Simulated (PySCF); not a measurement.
# CHClF2: the cost of one run

The runs use PySCF 2.14.0, with density-fitted response routines of our own; the level of theory stands in each step. All values are computed, except where a source is named. Atoms count from 0, in the outputs and in this text.

### 1 The starting structure

5 atoms, charge 0, multiplicity 1; geometry from: GFN2-xTB. The atoms were then displaced at random by about 0.01 Å, so the start is not that level's minimum.

Bonds of the start (Å): F0–C1 1.31, C1–F2 1.34, C1–Cl3 1.82, C1–H4 1.09.

### 2 Geometry optimisation at PBE0-D3(BJ)/def2-SVP

What the job is given:

```
{"job": {"xc": "PBE0", "basis": "def2-SVP", "d3": "d3bj", "grid": 1, "shake": 0.01, "kind": "geom"}, "charge": 0, "multiplicity": 1}
F     -0.479050     1.101480    -0.541110
C     -0.097560     0.003310     0.053900
F     -0.696630    -1.019840    -0.575040
Cl     1.708820    -0.135260    -0.077030
H     -0.402000     0.016330     1.101380
```

The run is started by

```console
$ OMP_NUM_THREADS=1 python probes_run.py task.json out
```

One launch serves the whole session: the jobs run in the order shown.

Q: Estimate the wall time and peak memory of this first job on 1 thread of Arm Neoverse V1, shared host.

About 7.4 s, with a peak of 0.29 GiB.
